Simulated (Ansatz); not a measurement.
## Ansatz (development build ahead of 0.2.0) run

```yaml
crystal:
  periodic: [false, false, false]
  atoms:
    - { symbol: "N", position_ang: [0.0, 0.0, -0.6039] }
    - { symbol: "N", position_ang: [0.0, 0.0, 0.6039] }
basis:
  gaussian: { orbitals: cc-pVTZ }
hamiltonian:
  xc: hf
correlation:
  method: ccsd_t
  frozen_orbitals: { "N": 1 }
```

The input is written out in the form of the current development build from the run's settings.

Output:

| Item | Value |
| --- | --- |
| Converged | yes |
| Reference energy | -108.93481 hartree |
| Correlation energy | -0.41713 hartree |
| Total energy | -109.35194 hartree |
